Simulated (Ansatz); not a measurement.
System: hcp Lu. Method: r²SCAN+rVV10 in Ansatz (PAW).

Input:

Ansatz 0.2 input:
```yaml
crystal:
  lattice:
    - [1.7422294112, -3.0176298586, 0.0]
    - [1.7422294112, 3.0176298586, 0.0]
    - [0.0, 0.0, 5.4160327766]
  atoms:
    - { symbol: Lu, position: [0.3333333333, 0.6666666667, 0.25] }
    - { symbol: Lu, position: [0.6666666667, 0.3333333333, 0.75] }
basis:
  ecutwfc: 560
  ecutrho_ratio: 4
  xc_grid: 3
kpoints:
  mp_grid: { grid: [18, 18, 10] }
hamiltonian:
  xc: r2scan
  dispersion: rvv10
  pseudopotentials: { kind: paw }
scf:
  occupations: { method: fermi_dirac, width: 0.05 }
  convergence: { dr2_threshold: 0.0000000002 }
output:
  forces: true
  stress: true
  eigenvalues: true
```

Output (set-up and result lines):

```
Crystal: 2 atoms, lattice volume = 56.949 Å³
Basis set: ecut = 560 eV, 1725 PW (Γ), exchange–correlation on 81×81×135 points (27 copies of the dense FFT grid, shifted against one another)
Bands: 30, of which v1, the nominal top of the filled ones, is band 25 counted from 1 (24 counted from 0)
Symmetry: 24 space group operations
Space group: P63/mmc (ITA 194), of the structure as read, at distance tolerance 3.8e-5 Å
k-points: 222 of 3240
Functional: x = r2scan, c = r2scan + rvv10(b = 11.95, C = 0.0093); τ floored in thin density (d = 2e-4 eV/Å³)
SCF iter   1: F=—  HF=-29481.783719 eV  |F-HF|=—  |Δ(HF+E_count)|=         —  Δρ=8.90e-3  dr2=2.60e-2  dr2_τ=1.98e-2
SCF iter   2: F=—  HF=-29481.790628 eV  |F-HF|=—  |Δ(HF+E_count)|=   6.91e-3  Δρ=6.86e-3  dr2=1.29e-2  dr2_τ=4.30e-3
  ...
SCF converged after 10 iterations
Free energy (F): -29481.780391 eV
Internal energy: -29481.753327 eV  (E = F + TS)
E sigma→0 (E₀):  -29481.766859 eV
Fermi energy:    13.957268 eV
--- Forces (eV/Å), atoms counted from 1 ---
  atom   1  Lu     0.00000000    -0.00000000     0.00000000
  atom   2  Lu    -0.00000000     0.00000000     0.00000000
Crystal: 2 atoms, lattice volume = 56.949 Å³
Bands: 31, of which v1, the nominal top of the filled ones, is band 25 counted from 1 (24 counted from 0)
Initial density: handed on by an earlier stage of this run
SCF iter   2: F=—  HF=-29481.780391 eV  |F-HF|=—  |Δ(HF+E_count)|=   3.05e-7  Δρ=2.88e-7  dr2=3.53e-11  dr2_τ=2.66e-12
SCF iter   3: F=-29481.780391 eV  HF=-29481.780391 eV  |F-HF|=1.46e-11  |Δ(HF+E_count)|=  6.91e-11  Δρ=1.31e-7  dr2=8.56e-12  dr2_τ=9.98e-13
SCF 2 converged in 3 iterations: F = -29481.780391 eV  dr2 = 8.56e-12
SCF converged after 13 iterations (10 of them on 30 bands)
Free energy (F): -29481.780391 eV
Internal energy: -29481.753327 eV  (E = F + TS)
E sigma→0 (E₀):  -29481.766859 eV
Fermi energy:    13.957268 eV
--- Forces (eV/Å), atoms counted from 1 ---
  atom   1  Lu     0.00000000    -0.00000000     0.00000000
  atom   2  Lu    -0.00000000     0.00000000     0.00000000
--- Stress (GPa, compression-positive) ---
        0.011108       0.000000      -0.000000
        0.000000       0.011108      -0.000000
       -0.000000      -0.000000       0.001605
  P = ⅓ Tr σ = 0.0079 GPa (0.079 kbar)
```

The PAW data were made under PBE.

Cost on a shared machine: very roughly 120 core-seconds.

Ansatz is an electronic-structure program.
